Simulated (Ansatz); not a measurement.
Species, as SMILES: FOF.
Atoms: F1, O2, F3. Bonds: F1-O2, O2-F3.

Basis-set convergence of the lowest harmonic wavenumber at PBE0 with Ansatz (an electronic-structure program). Each level at its own minimum, finite differences of forces, unscaled; the reference is a large set that could be run, not a limit. All functions are spherical. The program fits the integrals of some runs and decomposes those of others, by size. No added dispersion term, no relativity. Reference: the value in def2-QZVPP, 509 cm⁻¹, itself unsure by roughly 1 cm⁻¹ (its mean distance from cc-pVQZ, aug-pcseg-2, aug-cc-pVTZ). Deviations are taken from unrounded values.

```csv
basis,functions,lowest harmonic wavenumber (cm⁻¹)
cc-pVDZ,42,494
aug-cc-pVDZ,69,503
def2-SVP,42,512
def2-SVPD,69,516
pcseg-1,42,489
aug-pcseg-1,69,501
6-311G**,54,504
6-311+G**,66,503
cc-pVTZ,90,508
aug-cc-pVTZ,138,508
pcseg-2,90,506
aug-pcseg-2,138,507
def2-TZVPP,93,508
def2-TZVPPD,120,508
```

What the diffuse functions change, pair by pair:
- cc-pVDZ to aug-cc-pVDZ: 27 more functions, deviation -15 to -6 cm⁻¹
- def2-SVP to def2-SVPD: 27 more functions, deviation 3 to 7 cm⁻¹
- pcseg-1 to aug-pcseg-1: 27 more functions, deviation -20 to -8 cm⁻¹
- 6-311G** to 6-311+G**: 12 more functions, deviation -5 to -5 cm⁻¹
- cc-pVTZ to aug-cc-pVTZ: 48 more functions, deviation -1 to -1 cm⁻¹
- pcseg-2 to aug-pcseg-2: 48 more functions, deviation -3 to -2 cm⁻¹
- def2-TZVPP to def2-TZVPPD: 27 more functions, deviation -1 to 0 cm⁻¹

They bring the value nearer the reference by more than 1 cm⁻¹ in 3 of 7 pairs.
